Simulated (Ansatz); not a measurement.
**BeC+ (doublet): from Hartree-Fock to the top rungs, def2-QZVPP**

The task here is to estimate one member of a computed series from the others.

Method: def2-QZVPP, core rule «outside noble gas», up to 2 orbitals frozen; program: Ansatz 0.2.0, Gaussian basis.

Plan: UHF; ROHF; CCSD(T) on UHF.

2 further runs of the same task are left out: 2 set aside as unsound or not needed.

## The system

The geometry is a PBE0/def2-TZVP stationary point (not a proven minimum) of the parent state, kept for this charge and spin.

2 atoms, charge 1, spin multiplicity 2.

Atoms are counted from 1 here; the program's logs count them from 0.

Bond lengths: C1–Be2 1.673 Å.

The first run:

File in.yaml:

```yaml
crystal:
  periodic: [false, false, false]
  atoms:
    - {symbol: C, position_ang: [0.000000, 0.000000, 0.000000]}
    - {symbol: Be, position_ang: [0.000000, 0.000000, 1.673000]}
basis:
  gaussian: {orbitals: "def2-QZVPP.json"}
total_charge: 1
magnetization: {spin_polarized: true, initial_magnetization: 1}
hamiltonian: {xc: hf}
output: {orbitals: {seedname: orbitals}}
```

Started as:

```sh
> ansatz run in.yaml --threads 1 --pin off --events-out ev --progress --plain --max-ram 2393MiB
```

Steps of the session up to this table: UHF; ROHF; CCSD(T) on UHF.

One of the session's tables, all rows but one given; the rest of the session is left out.

| method | from UCCSD(T) (kcal/mol) |
| --- | --- |
| ROHF | ? |
| UHF | +81.98 |
| UMP2 | +21.31 |
| UCCSD | +4.90 |
| UCCSD(T) | 0 |

Estimate the missing values for ROHF.

As computed: from UCCSD(T) (kcal/mol): +99.61. In the column «from UCCSD(T) (kcal/mol)» it is the highest.

The program flags UCCSD(T) as in doubt (see the logs), so the zero of the table is itself unsure.

Limits of these values: The determinant is far from a pure spin state, so its energy mixes those of several spin states (harmless only where they are near-degenerate, as at dissociation). The program flags UCCSD(T) as in doubt, so the zero of the table is itself unsure.
